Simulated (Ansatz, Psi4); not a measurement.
## Worked example: the enthalpy of formation of HNO2 (SMILES O=NO)

HNO2: 4 atoms, total charge 0, spin state singlet. As SMILES, `O=NO`. The coordinates come from a PBE0-D4/def2-TZVP relaxation.

```
atom    x (Å)    y (Å)    z (Å)
   O   0.4137   0.0472   1.4373
   N   0.3201  -0.4194   0.3774
   O  -0.3626   0.4347  -0.4926
   H  -0.3711  -0.0625  -1.3220
```

Total energies at SVWN5/def2-TZVP (Psi4 1.11); the atoms run unrestricted:

| species | state | energy (Eh) |
| --- | --- | --- |
| HNO2 | singlet | -204.311334 |
| O | triplet | -74.525567 |
| N | quartet | -54.132858 |
| H | doublet | -0.478344 |

Harmonic wavenumbers at B2PLYP/cc-pVTZ, in cm⁻¹: 592, 601, 819, 1295, 1731, 3775.

Measured heats of formation of the gaseous atoms at 298.15 K, in kJ/mol: O 249.2, N 472.4, H 218.0. Spin-orbit lowering of the atoms at 298 K (mean of the ground term's levels less their thermal mean, from spectra), in kJ/mol: O 0.40. Take 1 Eh = 2625.50 kJ/mol, 1 cm⁻¹ = 0.0119627 kJ/mol, RT = 2.479 kJ/mol.

**Question.** Work out the heat of formation of the gas at 298 K.

**Answer.** 
1. Electronic atomisation energy: 2 × (-74.525567) + (-54.132858) + (-0.478344) − (-204.311334) = 0.648998 Eh = 1703.9 kJ/mol.
2. Zero-point energy: half the sum of the wavenumbers, 4406.5 cm⁻¹ = 52.7 kJ/mol.
3. Thermal vibrational enthalpy, Σ hcν̃/(exp(hcν̃/kT) − 1): 1.1 kJ/mol. Translation, rotation and pV of a non-linear molecule: 4 RT = 9.9 kJ/mol.
4. The 4 free atoms carry 5/2 RT each: 24.8 kJ/mol.
5. Spin-orbit coupling lowers the free atoms by 2 × 0.40 = 0.8 kJ/mol.
6. Atomisation enthalpy at 298 K: 1703.9 − 0.8 − 52.7 − 1.1 − 9.9 + 24.8 = 1664.2 kJ/mol.
7. Sum of the atoms' heats of formation: 1188.8 kJ/mol. Heat of formation: 1188.8 − 1664.2 = -475.4 kJ/mol.

The tabulated value is -78.7 kJ/mol (Active Thermochemical Tables), so this level is off by -396.7 kJ/mol, or 31.3 % of the atomisation enthalpy that the table implies (1267.6 kJ/mol). The LDA overbinds, which puts heats of formation too low. Anharmonicity and any spin-orbit splitting of the molecule are left out.
